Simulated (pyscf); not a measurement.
CH₄ + [H₃C–Al–CH₃]• → H₃C–Al(CH₃)–CH₃ + H•, a substitution at C (doublet surface; C–H broken, Al–C formed). Optimised with ωB97X-D3(BJ)/def2-SVP in PySCF. Energies in kJ/mol from the separated reactants.

Small-basis levels: PySCF, no dispersion term, spherical d functions. AM1 to PM7: differences of heats of formation from MOPAC, which are fitted to 298 K values and so differ in kind from electronic energies by zero-point and thermal terms. GFN2-xTB: tblite. Open shells are spin-unrestricted. 

```csv
level,barrier,reaction energy
HF/STO-3G,296.8,+34.8
HF/3-21G,273.6,+98.5
HF/6-31G*,281.9,+112.5
MP2/6-31G*,240.7,+94.8
SVWN5/6-31G*,145.3,+124.1
PBE/6-31G*,179.9,+126.0
B3LYP/6-311+G**,203.9,+131.9
PBE/def2-SVP,166.2,+112.9
B3LYP/def2-SVP,196.1,+122.8
GFN2-xTB,189.8,+67.6
PM6,(withheld),+59.6
PM7,(withheld),+133.8
ωB97M-D3(BJ)/def2-TZVP,(withheld),+102.9
```

Question: Some entries are withheld; supply them.

Answer: 
- PM6, barrier: 168.0
- PM7, barrier: 163.7
- ωB97M-D3(BJ)/def2-TZVP, barrier: 199.6

Against the last row the barrier runs from -54.4 (SVWN5/6-31G*) to +97.1 kJ/mol (HF/STO-3G). ωB97M-D3(BJ)/def2-TZVP has limits of its own. One saddle was located; it need not be the lowest between these sides. The angle at the attacked C is 157°.
